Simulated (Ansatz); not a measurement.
Mulliken charges of CH5AlN (`[CH3][Al][NH2]`) radical from ωB97M-V/def2-TZVPP in Ansatz (PBE0-D4/def2-TZVP geometry).

| atom | x (Å) | y (Å) | z (Å) | charge (e) |
| --- | --- | --- | --- | --- |
| C1 | -0.838 | 1.003 | -0.504 | -0.479 |
| Al2 | 0.722 | 0.483 | 0.580 | 0.314 |
| N3 | 1.126 | -1.246 | 0.664 | -0.355 |
| H4 | -1.441 | 0.124 | -0.754 | 0.103 |
| H5 | -0.514 | 1.472 | -1.439 | 0.105 |
| H6 | -1.474 | 1.724 | 0.017 | 0.107 |
| H7 | 1.903 | -1.635 | 1.174 | 0.106 |
| H8 | 0.609 | -1.982 | 0.206 | 0.100 |

**Question.** By hand: the dipole of these point charges (1 e Å = 4.8032 D).

**Answer.** Σ q r = (0.131, 0.094, 0.106) e Å, of length 0.193 e Å = 0.93 D.

**Question.** How does the dipole of the full density compare? (Estimate.)

**Answer.** Ansatz gave: (0.006, -0.143, -0.013) e Å, 0.69 D; the point charges give 1.35 times that, at 120° from its direction, so they point the opposite way.

Point charges leave out the atoms' own dipoles, such as those of lone pairs, and Mulliken's split depends on the basis, so the two needn't agree.
